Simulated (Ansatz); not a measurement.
Basis-set extrapolation for AlCl₂, SMILES `[Cl][Al][Cl]` radical (PBE0-D4/def2-TZVP geometry, frozen core, Ansatz 0.2.0). Multiplicity 2, UHF reference.

```
                       def2-TZVPP    def2-QZVPP
                 HF  -1161.072442  -1161.104939
    MP2 correlation     -0.423708     -0.468384
CCSD(T) correlation     -0.478151       not run
```

Energies in hartree. Use E(X) = E(∞) + A·exp(−7.88·√X) for Hartree–Fock and E(X) = E(∞) + B·X^(−2.97) for correlation, with X = 3 and 4, and add CCSD(T) minus MP2 of the smaller set to the MP2 limit.

Q: What is the CCSD(T) energy at the basis-set limit?

A: HF limit: -1161.104939 + (-0.032497) × 0.13774 = -1161.10942. MP2 limit: -0.468384 + (-0.044676) × 0.74074 = -0.50148. Higher-order term: -0.478151 − (-0.423708) = -0.05444. Total: -1161.66534 hartree, 3.12 eV below CCSD(T)/def2-TZVPP.
